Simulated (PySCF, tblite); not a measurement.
Energy landscape of H2P, doublet: symmetric bend, bond length relaxed. Scanned: H-P-H angle. Other coordinates (P-H bond length) were minimised at B3LYP/def2-TZVP.

Methods: GFN2-xTB, 300 K electronic temperature (tblite); UKS-BP86/6-31G* = unrestricted BP86/6-31G*, spherical d (PySCF); UHF/cc-pVTZ (PySCF); CCSD(T) on UHF/cc-pVTZ, 5 core orbitals frozen (PySCF).

Energies relative to the lowest point of each profile, in mEh:

| a / ° | GFN2-xTB | UKS-BP86/6-31G* | UHF |
|---|---|---|---|
| 180 | 101.2 | 112.7 | 123.6 |
| 170 | 96.9 | 107.7 | 118.3 |
| 160 | 83.5 | 93.7 | 101.5 |
| 150 | 65.3 | 74.1 | 78.1 |
| 140 | 47.5 | 53.7 | 55.2 |
| 130 | 31.5 | 35.3 | 35.1 |
| 120 | 18.2 | 20.2 | 18.9 |
| 110 | 8.0 | 8.9 | 7.2 |
| 100 | 1.7 | 2.1 | 0.8 |
| 90 | 0.0 | 0.0 | 0.0 |
| 80 | 3.5 | 3.2 | 5.3 |
| 60 | 29.5 | 26.0 | 34.2 |

**Question.** Predict the corresponding CCSD(T) column.

**Answer.** 180: 115.9; 170: 109.6; 160: 93.2; 150: 72.7; 140: 52.4; 130: 34.1; 120: 19.1; 110: 8.1; 100: 1.6; 90: 0.0; 80: 3.6; 60: 26.4 (mEh).

The unrestricted determinant behind UHF, CCSD(T) is spin-contaminated on part of the scan (<S²> up to 1.2, against 0.75 for the pure state).
